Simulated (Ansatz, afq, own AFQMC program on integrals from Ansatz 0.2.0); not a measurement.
Two steps: Ansatz 0.2.0 writes the Fock matrix and Cholesky factors of the valence space, and afq projects on them the lowest state that overlaps trial and start.

```yaml
crystal:
  periodic: [false, false, false]
  atoms:
    - {symbol: Si, position_ang: [0.000000, 0.000000, 0.000000]}
    - {symbol: H, position_ang: [0.000000, 0.000000, 1.848000]}
basis:
  gaussian: {orbitals: cc-pVTZ}
magnetization: {spin_polarized: true, initial_magnetization: 1}
correlation: {method: ccsd_t, electrons: outside_noble_gas, hamiltonian_folder: ham}
```

```sh
$ ansatz run in.yaml --threads 1 --pin off --events-out ev --progress --plain --max-ram 16896MiB --backend cuda --devices 0, --max-vram 18GiB
```

Options of the walk:

```
--method phaseless --trial cisd --walkers 4000 --populations 20 --least-time 60 --time-step 0.005 --steps-per-block 50 --equilibration-blocks 28 --max-blocks 4000 --target-error 0.00014 --factor-cut 1e-05 --start spin_pure --seed 95 --release-times 0.24,0.51,0.99,1.62,2.4 --release-step 0.03 --release-every 3 --taylor-order 6
```

Times are imaginary, in 1/Eh. The walk had a cap of 130 s. With eight or more populations the least sampling time is a fifth of least-time, and the error comes from their spread.

Output of the walk:

```
orbitals 43  electrons 3 2  factors 270 of 280
reference energy -289.41824949 Eh
CCSD correlation -0.10715231 Eh in 11 cycles, weight of the determinant in the CISD state 0.9066
energy of the start -289.525185 Eh
 block  time / (1/Eh)  mean weight  energy / Eh
     1     0.250  0.9999  -289.524965
     2     0.500  0.9998  -289.525429
     3     0.750  0.9999  -289.526006
     4     1.000  0.9997  -289.526623
     5     1.250  0.9998  -289.527131
    10     2.500  0.9998  -289.528561
    15     3.750  1.0000  -289.529090
    20     5.000  0.9999  -289.529501
    25     6.250  1.0001  -289.529636
    30     7.500  0.9999  -289.529760
    35     8.750  0.9999  -289.529507
    40    10.000  0.9999  -289.529699
    45    11.250  0.9998  -289.529002
    50    12.500  1.0002  -289.529294
    55    13.750  0.9999  -289.529259
    60    15.000  1.0001  -289.529724
    65    16.250  1.0001  -289.529537
    70    17.500  0.9999  -289.529330
    75    18.750  1.0000  -289.529554
    77    19.250  1.0000  -289.531254
    78    19.500  0.9998  -289.529440
error from the spread of 20 populations
released: time / (1/Eh)  energy / Eh  error  mean overlap
  0.24  -289.529553  0.000064  1.0017
  0.51  -289.529596  0.000068  1.0022
  0.99  -289.529716  0.000054  1.0006
  1.62  -289.529769  0.000035  0.9955
  2.40  -289.529800  0.000050  0.9900
energy -289.529508 +/- 0.000092 Eh
(rows thinned)
```

The run passed its tests (sampling time, drift between the halves within three errors, error under three times the target), which doesn't prove that it has relaxed.

Against this walk (error 2.5 meV) on the same determinant: CCSD(T) 18.3 meV higher, CCSDT(Q) 9.8 meV lower, CCSDTQ 10.3 meV lower, full CI 10.3 meV lower. The error is statistical and leaves out the bias of the constraint. Released to 2.40 1/Eh the energy lies 8 ± 3 meV (both errors) below the phaseless value, which shows part or all of the bias of the constraint, and full CI lies 2.4 meV below the released value. Full CI is exact here, so the walk's 10 meV above it is the walk's own error: the bias of the constraint with this trial.

Cautions: constraint bias not in the error.

The walk took 21 s on 1 × NVIDIA H100 80GB HBM3 with 2 threads of AMD EPYC 7R13 Processor (Zen 3) (shared host) (the card was shared). The log's last line is the phaseless energy.

CCSDT and higher add their correlation energy to the determinant of the CCSD(T) run, since their own runs factorise the integrals more tightly (a shift of under 2 meV). A walk keeps the symmetry of its determinant, which the program's search chose and which needn't be the lowest solution, so a lower state of the same spin and another symmetry isn't excluded.
